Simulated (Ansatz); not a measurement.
**Si₂H₄ (triplet): from Hartree-Fock to the top rungs at distance Si1–H5 along a hydrogen transfer = 1.485 Å, cc-pVDZ**

The task here is to estimate one member of a computed series from the others.

Method: cc-pVDZ, core rule «outside noble gas», up to 10 orbitals frozen; program: Ansatz 0.2.0, Gaussian basis.

Plan: UHF; CCSD(T) on ROHF; CCSD(T) on UHF; BCCD(T) on ROHF; CISD; CCSDT(Q) on ROHF; CCSDT(Q) on UHF; CASSCF and MRCISD+Q, 4 electrons in 4 orbitals; CASSCF and NEVPT2, 4 electrons in 4 orbitals.

10 further runs of the same task are left out: 10 that didn't finish.

**What is computed**

The geometry derives from fragments relaxed apart (PBE0/def2-TZVP) and kept rigid, so it is no stationary point. A hydrogen atom is moved between rigid fragments.

6 atoms, charge 0, spin multiplicity 3.

Atoms are counted from 1 here; the program's logs count them from 0.

Bond lengths: Si1–H2 1.485 Å, Si1–H3 1.485 Å, Si1–H4 1.485 Å, Si1–H5 1.485 Å. Angles: H2–Si1–H3 109.5°, H2–Si1–H4 109.5°, H2–Si1–H5 109.5°, H3–Si1–H4 109.5°, H3–Si1–H5 109.5°, H4–Si1–H5 109.5°.

Set-up of the first run:

The input, in.yaml:

```yaml
crystal:
  periodic: [false, false, false]
  atoms:
    - {symbol: Si, position_ang: [-1.760162, 0.000000, 0.000000]}
    - {symbol: H, position_ang: [-2.255034, 1.399708, 0.000000]}
    - {symbol: H, position_ang: [-2.255033, -0.699854, 1.212183]}
    - {symbol: H, position_ang: [-2.255034, -0.699854, -1.212182]}
    - {symbol: H, position_ang: [-0.275547, 0.000000, 0.000000]}
    - {symbol: Si, position_ang: [2.012838, 0.000000, 0.000000]}
basis:
  gaussian: {orbitals: cc-pVDZ}
magnetization: {spin_polarized: true, initial_magnetization: 2}
hamiltonian: {xc: hf}
output: {orbitals: {seedname: orbitals}}
```

Launch:

```
ansatz run in.yaml --threads 1 --pin off --events-out ev --progress --plain --max-ram 2393MiB
```

Among the steps run: UHF; CCSD(T) on ROHF; CCSD(T) on UHF; BCCD(T) on ROHF; CISD; CCSDT(Q) on ROHF; CCSDT(Q) on UHF; CASSCF and MRCISD+Q, 4 electrons in 4 orbitals; CASSCF and NEVPT2, 4 electrons in 4 orbitals.

One of the session's tables, all rows but one given; the rest of the session is left out.

```
       method  from UCCSDT(Q) (kcal/mol)
         ROHF                    +140.21
          UHF                    +137.73
         RMP2                     +34.16
         UMP2                     +34.09
         CISD                     +15.44
        RCCSD                      +3.34
        UCCSD                      +3.27
     RCCSD(T)                      +0.76
     UCCSD(T)                      +0.75
      BCCD(T)                      +0.75
       RCCSDT                      +0.09
       UCCSDT                      +0.08
    RCCSDT(Q)                       0.00
    UCCSDT(Q)                          0
  CASSCF pair                    +131.80
  MRCISD pair                          ?
MRCISD+Q pair                       0.00
```

Q: Estimate the row for MRCISD pair from the others.

**Answer.** from UCCSDT(Q) (kcal/mol): +13.91. In the column «from UCCSDT(Q) (kcal/mol)» it lies between RCCSD (+3.34) and CISD (+15.44).

Not comparable, so not listed: CASSCF and NEVPT2, 4 electrons in 4 orbitals (they don't share determinant, frozen orbitals or solution with the rows shown, or repeat one).

Limits of these values: Restricted and unrestricted rows rest on different reference determinants; where their highest levels disagree by more than a few hundredths of an eV, they describe different states and don't form one ladder. Warnings in the runs' records: passed over end.
